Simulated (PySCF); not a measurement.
Computed and published core binding energies of `N#S(F)(F)F`

Measured values to reproduce (core binding energies): N 1s of N1 406.10 eV [1]; F 1s of F3/F4/F5 695.32 eV [1]. Sources and the comparison follow the method.

Compound: F₃NS.
Numbering: `[N:1]#[S:2]([F:3])([F:4])[F:5]`

Computed, not measured: delta-SCF UKS SCAN, pcX-3 on the ionised atom, pcseg-2 elsewhere, spin-free X2C in PySCF 2.14.0. Binding energies are ΔSCF values: E(core-ionised, relaxed orbitals) − E(ground state) at a fixed geometry, referred to the vacuum level.

```json
{"atom": "N1", "environment": "nitrogen bonded to S", "level": "N 1s", "this calculation (eV)": "405.93", "reference (eV)": "406.10", "difference (eV)": "-0.17", "source": "[1]"}
{"atom": "F3/F4/F5", "environment": "sulfur-bound fluorine", "level": "F 1s", "this calculation (eV)": "695.06", "reference (eV)": "695.32", "difference (eV)": "-0.26", "source": "[1]"}
```

[1] measured, gas; Beach, A photoelectron spectroscopic study of bonding in inorganic and organometallic compounds, PhD thesis, LBL 1985

Q: How far is it from the measured entries?

A: Over the 2 different measured values (2 distinct lines) the mean signed difference is -0.22 eV, the mean unsigned one 0.22 eV and the largest 0.26 eV. The calculation is vertical and has no vibrational structure, and measured positions depend on the energy calibration.

Q: What does the calculation give for the levels without a reference value here?

A: S2 S 1s 2485.80 eV.

Atoms equivalent by their bonding share one computed value, that of the first of them. Not every level is listed. Isolated species at its PBE0-D3(BJ)/def2-TZVP geometry, gas phase.
